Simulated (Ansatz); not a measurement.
Geometry optimisation, UHF/def2-SVP in Ansatz 0.2.0.

The input (input.yaml):

```yaml
crystal:
  periodic: [false, false, false]
  atoms:
    - { symbol: C, position_ang: [-0.89068, -1.01575, -0.17074] }
    - { symbol: Si, position_ang: [0.3977, 0.1491, 0.11633] }
    - { symbol: F, position_ang: [0.65609, 1.75124, -0.04275] }
    - { symbol: H, position_ang: [-1.86662, -0.68033, -0.52467] }
    - { symbol: H, position_ang: [1.70351, -0.20427, 0.62182] }
magnetization:
  spin_polarized: true
  initial_magnetization: 1
basis:
  gaussian: { orbitals: def2-SVP }
hamiltonian:
  xc: hf
relax:
  f_tol: 0.02
  max_steps: 40
```

Run as:

```bash
$ ansatz run input.yaml --threads 1 --pin off --max-ram 2048MiB --backend cpu --events-out ev --progress --plain --runs-dir out
```

Where does it end, and by what steps?

The forces met the threshold. After 10 steps the energy has fallen by 0.885 eV; C1 moved furthest, 0.39 Å.

```tsv
step	energy less start (eV)	largest force component (eV/Å)	accepted
0	0.0000	2.994	yes
1	-0.4428	1.508	yes
2	-0.7340	1.391	yes
3	-0.7773	1.478	yes
4	-0.8627	0.741	yes
5	-0.8776	0.283	yes
6	-0.8811	0.093	yes
7	-0.8833	0.039	yes
8	-0.8844	0.044	yes
9	-0.8847	0.039	yes
10	-0.8849	0.009	yes
```

```xyz
5
Properties=species:S:1:pos:R:3
C -0.844 -0.687 -0.383
Si 0.401 0.277 0.474
F 0.626 1.744 -0.163
H -1.892 -0.941 -0.468
H 1.710 -0.392 0.540
```

Whether the end is a true minimum wasn't checked by a vibrational analysis.

Run time: 21 s on 1 thread of Intel(R) Xeon(R) Platinum 8259CL CPU @ 2.50GHz (Skylake/Cascade Lake), with other jobs on the host, peak memory 0.13 GiB.
